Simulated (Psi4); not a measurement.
# One shape, several levels: SiO2 (silicon dioxide molecule)

Wanted: a comparison of 3 runs (CAM-B3LYP/6-31+G*, MP2/STO-3G, OREMP2/6-311G*) of SiO2 (silicon dioxide molecule). 

Program for the calculation: Psi4 1.11.

**1. Starting point**

The species is SiO2 (3 atoms), meant as a singlet with charge 0. SMILES: `O=[Si]=O`. Geometry: relaxed at GFN2-xTB.

Bond lengths: O1–Si2 1.491 Å, Si2–O3 1.491 Å. Angles: O1–Si2–O3 179.9°.

**2. Energy and forces at CAM-B3LYP/6-31+G(d) (spherical functions) (run 1)**

Contents of o2si.py:

```python
import psi4

psi4.set_memory(1600000000)
psi4.set_num_threads(1)
psi4.core.set_output_file('run.log', False)

mol = psi4.geometry("""
0 1
O      0.691230     1.217290     0.513740
Si    -0.000730     0.000440    -0.000160
O     -0.690510    -1.217740    -0.513580
symmetry c1
""")

psi4.set_options(dict(puream=True, e_convergence=1e-09, d_convergence=1e-08, scf_type='pk', dft_radial_points=99, dft_spherical_points=590))

result, w = psi4.gradient('cam-b3lyp/6-31+G*', molecule=mol, return_wfn=True)
psi4.oeprop(w, 'WIBERG_LOWDIN_INDICES', 'QUADRUPOLE', 'DIPOLE')
print('gradient / Eh bohr^-1')
print(result.np.round(6))
print(f'energy = {w.energy():.10f} Eh')
```

The run is started by

```
$ python o2si.py
```

run.log:

```text
[...]
  Running in c1 symmetry.
[...]
  Nuclear repulsion =   90.849657212139761
[...]
  Multiplicity = 1
[...]
  Nalpha       = 15
  Nbeta        = 15
[...]
    Number of basis functions: 58
[...]
   @RKS iter   1:  -439.44912493638083   -3.36750e-01   1.77660e-02 ADIIS/DIIS
[...]
   @RKS iter  11:  -439.87811580428001   -6.25278e-13   8.21142e-10 DIIS
[...]
    Orbital Energies [Eh]
    ---------------------
    Doubly Occupied:
       1A    -66.296680     2A    -19.258318     3A    -19.258266
       4A     -5.459595     5A     -3.819692     6A     -3.819692
       7A     -3.814078     8A     -1.094678     9A     -1.065080
      10A     -0.547656    11A     -0.472137    12A     -0.468776
      13A     -0.468776    14A     -0.424240    15A     -0.424240
[...]
  @RKS Final Energy:  -439.87811580428001
   => Energetics <=
    Nuclear Repulsion Energy =             90.8496572121397605
    One-Electron Energy =                -788.2892119225481338
    Two-Electron Energy =                 286.2259428257062268
    DFT Exchange-Correlation Energy =     -28.6645039195778502
    Empirical Dispersion Energy =           0.0000000000000000
    VV10 Nonlocal Energy =                  0.0000000000000000
    Total Energy =                       -439.8781158042800143
[...]
  -Total Gradient:
     Atom            X                  Y                   Z
    ------   -----------------  -----------------  -----------------
       1       -0.015948991674    -0.024144423964     0.000000000000
       2       -0.000102686640    -0.000072779562     0.000000000000
       3        0.016051631817     0.024217228017    -0.000000000000
[...]
 Multipole Moments:
 ------------------------------------------------------------------------------------
     Multipole            Electronic (a.u.)      Nuclear  (a.u.)        Total (a.u.)
 ------------------------------------------------------------------------------------
 L = 1.  Multiply by 2.5417464519 to convert [e a0] to [Debye]
 Dipole X            :         -0.0026154           -0.0000079           -0.0026233
 Dipole Y            :          0.0015908            0.0000049            0.0015957
 Dipole Z            :          0.0000000           -0.0000000            0.0000000
 Magnitude           :                                                    0.0030705
 L = 2.  Multiply by 1.3450342976 to convert [e a0^2] to [Debye ang]
 Quadrupole XX       :        -56.6545426           38.6865498          -17.9679928
 Quadrupole XY       :        -63.0039496           58.4656161           -4.5383335
[...]
```

On the terminal:

```text
gradient / Eh bohr^-1
[[-1.5949e-02 -2.4144e-02  0.0000e+00]
 [-1.0300e-04 -7.3000e-05  0.0000e+00]
 [ 1.6052e-02  2.4217e-02 -0.0000e+00]]
energy = -439.8781158043 Eh
```

Run time: 9 s. Hardware: 1 thread of Intel Xeon 6975P-C (Granite Rapids), shared host; peak memory 0.48 GiB.

**3. A single-point energy at MP2/STO-3G (run 2)**

Contents of o2si.xyz:

```xyz
3
O2Si
O      0.691230     1.217290     0.513740
Si    -0.000730     0.000440    -0.000160
O     -0.690510    -1.217740    -0.513580
```

Contents of o2si_ase.py:

```python
import numpy as np
from ase.calculators.psi4 import Psi4
from ase.io import read

atoms = read('o2si.xyz')
calc = Psi4(atoms=atoms, method='mp2', basis='STO-3G', memory='1600MB', num_threads=1, charge=0, multiplicity=1, label='o2si', reference='rhf')
calc.psi4.set_options({'puream': True, 'e_convergence': 1e-09, 'd_convergence': 1e-08, 'scf_type': 'pk', 'num_frozen_docc': 7, 'mp2_type': 'conv'})
atoms.calc = calc

print(f'energy: {atoms.get_potential_energy():.6f} eV')
```

The run is started by

```
$ python o2si_ase.py
```

o2si.dat:

```text
[...]
  Running in c1 symmetry.
[...]
  Nuclear repulsion =   90.849657212139761
[...]
  Multiplicity = 1
[...]
  Nalpha       = 15
  Nbeta        = 15
[...]
    Number of basis functions: 19
[...]
   @RHF iter   1:  -432.83983010649740   -1.28489e+00   3.00722e-02 ADIIS/DIIS
[...]
   @RHF iter  11:  -433.13390413419489   -9.09495e-13   3.22226e-09 DIIS
[...]
    Orbital Energies [Eh]
    ---------------------
    Doubly Occupied:
       1A    -67.991116     2A    -20.135648     3A    -20.134971
       4A     -6.002128     5A     -4.028909     6A     -4.022721
       7A     -4.022721     8A     -1.200606     9A     -1.170891
      10A     -0.492599    11A     -0.412513    12A     -0.412513
      13A     -0.354361    14A     -0.288375    15A     -0.288375
[...]
  @RHF Final Energy:  -433.13390413419489
   => Energetics <=
    Nuclear Repulsion Energy =             90.8496572121397605
    One-Electron Energy =                -786.0502269648143283
    Two-Electron Energy =                 262.0666656184797034
    Total Energy =                       -433.1339041341948928
[...]
 Multipole Moments:
 ------------------------------------------------------------------------------------
     Multipole            Electronic (a.u.)      Nuclear  (a.u.)        Total (a.u.)
 ------------------------------------------------------------------------------------
 L = 1.  Multiply by 2.5417464519 to convert [e a0] to [Debye]
 Dipole X            :         -0.0016695           -0.0000078           -0.0016773
 Dipole Y            :          0.0010092            0.0000048            0.0010139
 Dipole Z            :         -0.0003697           -0.0000017           -0.0003714
 Magnitude           :                                                    0.0019949
[...]
	SCS-MP2 Total Energy (a.u.)        :  -433.32856406515060
	SOS-MP2 Total Energy (a.u.)        :  -433.30885883976117
	SCSN-MP2 Total Energy (a.u.)       :  -433.23794772425111
[...]
	SOS-PI-MP2 Total Energy (a.u.)     :  -433.33801795735559
[...]
	MP2 Total Energy (a.u.)            :  -433.33881539833510
[...]
```

The script printed:

```text
energy: -11791.749785 eV
```

Wall time 1.8 s (1 thread of Intel Xeon 6975P-C (Granite Rapids), shared host); peak memory 0.18 GiB.

**4. A single-point energy at OREMP2/6-311G(d) (sfX2C, fitted SCF) (run 3)**

Contents of run.py:

```python
import psi4

psi4.set_memory('1600 MB')
psi4.set_num_threads(1)
psi4.set_output_file('o2si.out', False)

molecule = psi4.geometry("""
0 1
O      1.30623539     2.30034471     0.97082790
Si    -0.00137950     0.00083148    -0.00030236
O     -1.30487479    -2.30119509    -0.97052554
units bohr
""")

psi4.set_options({
    'basis': '6-311G*',
    'reference': 'rhf',
    'scf_type': 'df',
    'cc_type': 'conv',
    'relativistic': 'x2c',
})

e = psi4.energy('oremp2', molecule=molecule)
print('E =', round(e, 9))
```

The run is started by

```
$ python run.py
```

o2si.out:

```text
[...]
  Running in cs symmetry.
[...]
  Nuclear repulsion =   90.849657300185001
[...]
  Multiplicity = 1
[...]
  Nalpha       = 15
  Nbeta        = 15
[...]
    Number of basis functions: 62
[...]
    WARNING: The X2C and Dirac Hamiltonians have substatially different eigenvalues!
             This is probably caused by the recontraction of the basis set.
[...]
   @DF-RHF iter   1:  -439.10919176353394   -9.25906e-01   1.59680e-02 ADIIS/DIIS
[...]
   @DF-RHF iter  11:  -439.33696225492446   -2.84217e-13   2.53258e-09 DIIS
[...]
    Orbital Energies [Eh]
    ---------------------
    Doubly Occupied:
       1Ap   -69.005563     2Ap   -20.582498     3Ap   -20.582483
       4Ap    -6.245743     5Ap    -4.324797     1App   -4.324733
       6Ap    -4.324733     7Ap    -1.330464     8Ap    -1.301230
       9Ap    -0.647785    10Ap    -0.563859    11Ap    -0.548939
       2App   -0.548939     3App   -0.504893    12Ap    -0.504893
[...]
  @DF-RHF Final Energy:  -439.33696225492446
   => Energetics <=
    Nuclear Repulsion Energy =             90.8496573001850010
    One-Electron Energy =                -789.6901351092288905
    Two-Electron Energy =                 259.5035155541194740
    Total Energy =                       -439.3369622549244582
[...]
 Multipole Moments:
 ------------------------------------------------------------------------------------
     Multipole            Electronic (a.u.)      Nuclear  (a.u.)        Total (a.u.)
 ------------------------------------------------------------------------------------
 L = 1.  Multiply by 2.5417464519 to convert [e a0] to [Debye]
 Dipole X            :         -0.0032073           -0.0000079           -0.0032152
 Dipole Y            :          0.0019582            0.0000049            0.0019631
 Dipole Z            :          0.0000000            0.0000000            0.0000000
 Magnitude           :                                                    0.0037671
[...]
	SCS-MP2 Total Energy (a.u.)        :  -439.97458887483066
	SOS-MP2 Total Energy (a.u.)        :  -439.96485624582954
	SCSN-MP2 Total Energy (a.u.)       :  -439.64347997191317
[...]
	SOS-PI-MP2 Total Energy (a.u.)     :  -440.01314180995416
[...]
	MP2 Total Energy (a.u.)            :  -439.99405413283290
[...]
```

The script printed:

```text
E = -439.993021146
```

It took 9.6 s on 1 thread of Intel Xeon 6975P-C (Granite Rapids), shared host; peak memory 0.23 GiB.

**5. The series**

| run | level | task | frozen core orbitals | energy (Eh) | HOMO energy (eV) | LUMO energy (eV) | HOMO–LUMO gap (eV) | wall time |
| --- | --- | --- | --- | --- | --- | --- | --- | --- |
| 1 | CAM-B3LYP/6-31+G* (spherical functions) | gradient | 0 | -439.878116 | -11.54 | -2.54 | 9.00 | 9 s |
| 2 | MP2/STO-3G | energy | 7 | -433.338815 | -7.85 | 8.20 | 16.04 | 1.8 s |
| 3 | OREMP2/6-311G* (sfX2C, fitted SCF) | energy | 0 | -439.993021 | -13.74 | 0.38 | 14.12 | 9.6 s |

**6. Summary of results**

```
                                    quantity          value
                         run 3: total energy  -439.99302 Eh
  run 3: HOMO energy (Hartree–Fock orbitals)      -13.74 eV
  run 3: LUMO energy (Hartree–Fock orbitals)        0.38 eV
run 3: HOMO–LUMO gap (Hartree–Fock orbitals)       14.12 eV
                   run 3: correlation energy     -656.1 mEh
```

**Reading.** Some runs of one species differ in core potentials or relativity; totals across that change don't compare. In run 2 the basis is minimal, so the values are rough. All runs together took 20 s, the longest 9.6 s.
